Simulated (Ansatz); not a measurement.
Geometry optimisation, RKS B3LYP-D4/def2-SVP in Ansatz 0.2.0.

input.yaml

```yaml
crystal:
  periodic: [false, false, false]
  atoms:
    - { symbol: "N", position_ang: [-0.1905, -2.2209, -0.3078] }
    - { symbol: C, position_ang: [0.1169, -0.8802, -0.1578] }
    - { symbol: "N", position_ang: [-0.7636, 0.0883, -0.1285] }
    - { symbol: C, position_ang: [-0.118, 1.3477, 0.0591] }
    - { symbol: S, position_ang: [0.3464, 2.3307, -1.1965] }
    - { symbol: S, position_ang: [-0.1287, 1.9332, 1.7287] }
    - { symbol: H, position_ang: [0.4418, -2.7809, -0.7962] }
    - { symbol: H, position_ang: [-1.1653, -2.2835, -0.6171] }
    - { symbol: H, position_ang: [1.2183, -0.7245, -0.0173] }
    - { symbol: H, position_ang: [0.3258, 3.1389, 1.4363] }
basis:
  gaussian: { orbitals: def2-SVP }
hamiltonian:
  xc: b3lyp
  dispersion: d4
relax:
  f_tol: 0.015
  max_steps: 40
output:
  orbitals: {}
```

Command:

```bash
$ ansatz run input.yaml --threads 2 --pin off --max-ram 3072MiB --backend cpu --events-out ev --progress --plain --runs-dir out
```

Problem. Where does it end, and by what steps?

Solution. It converged. The force dipped under the threshold on the way, but the program's further checks kept it going. After 15 steps the energy has fallen by 0.565 eV; H9 moved furthest, 0.90 Å.

```
step  energy less start (eV)  largest force component (eV/Å)  accepted
   0                  0.0000                           2.700       yes
   1                 -0.1236                           1.270       yes
   2                 -0.2663                           1.085       yes
   3                 -0.3943                           0.632       yes
   4                 -0.4560                           0.292       yes
   5                 -0.5177                           0.380       yes
   6                 -0.5518                           0.409       yes
   7                 -0.5480                           0.562        no
   8                 -0.5598                           0.365       yes
   9                 -0.5641                           0.052       yes
  10                 -0.5641                           0.044        no
  11                 -0.5644                           0.007       yes
  12                 -0.5645                           0.026       yes
  13                 -0.5645                           0.028       yes
  14                 -0.5644                           0.022        no
  15                 -0.5646                           0.009       yes
```

```xyz
10
Properties=species:S:1:pos:R:3
N -0.257 -2.144 -0.473
C 0.194 -0.886 -0.378
N -0.433 0.017 0.301
C 0.018 1.315 0.266
S 0.985 2.028 -0.877
S -0.640 2.171 1.673
H 0.265 -2.851 -0.972
H -1.127 -2.397 -0.017
H 1.134 -0.664 -0.914
H -0.055 3.358 1.394
```

Whether the end is a true minimum wasn't checked by a vibrational analysis.

Time of the run: 56 s on 2 threads of Arm Neoverse V1, with other jobs on the host, peak memory 0.27 GiB.
